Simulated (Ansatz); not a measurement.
CsCl-type TlBr, treated with PBE (Ansatz, a first-principles code, PAW).

Numerical settings: plane-wave cutoff 520 eV, 8×8×8 k mesh, Fermi–Dirac smearing 0.01 eV, scalar-relativistic PAW data made under PBE.

The cell has the measured lattice: a = b = c = 3.9800 Å, α = β = γ = 90.00°.

Question: Predict the band gap and Γ–Γ gap.

Answer: 
- band gap: 1.86 eV
- Γ–Γ gap: 8.32 eV

Measured, for comparison: band gap 2.68 eV (temperature not stated, not corrected to a static lattice, detector crystals, literature values; as tabulated in Piasecki et al. (2022), doi:10.1039/d1ma01259b).

Note: cell and atoms aren't relaxed at this level (pressure 1.2 GPa).

Spin–orbit coupling is not included; with these elements it can move the gap by several tenths of an eV or more.

Computed values are for the static lattice.

The result took roughly 6 core-seconds.
